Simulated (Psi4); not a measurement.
Reaction (SMILES): OO (H2O2) + H+ → O[OH2+]
B3LYP-D3(BJ)/def2-TZVP geometries, fixed; electronic energies without zero-point terms; positive where energy is released.

Basis-set convergence of the proton affinity at HF with Psi4. Cartesian d functions, on some or all atoms, in 6-31G*, 6-31G**; all else is spherical. Density fitting with the program's default auxiliary sets. Psi4's default fitting sets serve the pcseg sets less well. No added dispersion term, no relativity. Functions are those of the species that has most. Reference: the value in aug-cc-pVQZ, 171.33 kcal/mol, itself unsure by roughly 0.18 kcal/mol (its mean distance from def2-QZVPPD, def2-QZVPP, cc-pVQZ). Deviations are taken from unrounded values.

```json
[
 {"basis": "6-31G", "functions": "24", "proton affinity (kcal/mol)": "166.95", "minus reference (kcal/mol)": "-4.39"},
 {"basis": "6-31G*", "functions": "36", "proton affinity (kcal/mol)": "168.74", "minus reference (kcal/mol)": "-2.59"},
 {"basis": "6-31G**", "functions": "45", "proton affinity (kcal/mol)": "172.98", "minus reference (kcal/mol)": "1.64"},
 {"basis": "6-311+G**", "functions": "62", "proton affinity (kcal/mol)": "169.78", "minus reference (kcal/mol)": "-1.55"},
 {"basis": "6-311++G(2d,2p)", "functions": "84", "proton affinity (kcal/mol)": "170.35", "minus reference (kcal/mol)": "-0.98"},
 {"basis": "def2-TZVPPD", "functions": "131", "proton affinity (kcal/mol)": "171.16", "minus reference (kcal/mol)": "-0.18"},
 {"basis": "aug-cc-pVTZ", "functions": "161", "proton affinity (kcal/mol)": "171.12", "minus reference (kcal/mol)": "-0.21"},
 {"basis": "aug-pcseg-2", "functions": "161", "proton affinity (kcal/mol)": "171.15", "minus reference (kcal/mol)": "-0.19"},
 {"basis": "pcseg-3", "functions": "219", "proton affinity (kcal/mol)": "171.46", "minus reference (kcal/mol)": "0.12"}
]
```
